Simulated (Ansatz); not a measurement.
Tungsten, bcc: convergence with Fermi-Dirac smearing

Computed with Ansatz, PBE, scalar-relativistic PAW, on the relaxed cell (a = 3.184 Å; spin not included). Errors count from a run at 420 eV on a Γ-centred 23×23×23 mesh with Fermi-Dirac smearing of 0.1 eV, extrapolated to zero width. Fixed here: cutoff 420 eV, mesh 14×14×14. The SCF starts from atomic densities corrected by a trained network.

```csv
width (eV),E(σ→0) error (meV/atom),F error (meV/atom),P (GPa),SCF iterations
0.01,9.5,9.4,0.37,6
0.03,9.5,8.4,0.30,6
0.1,8.3,-1.2,0.00,6
0.2,6.7,-27.5,0.01,6
0.3,9.8,-71.1,0.34,6
0.6,72.4,-358.8,4.34,6
1.0,194.7,-1212.1,16.55,6
```
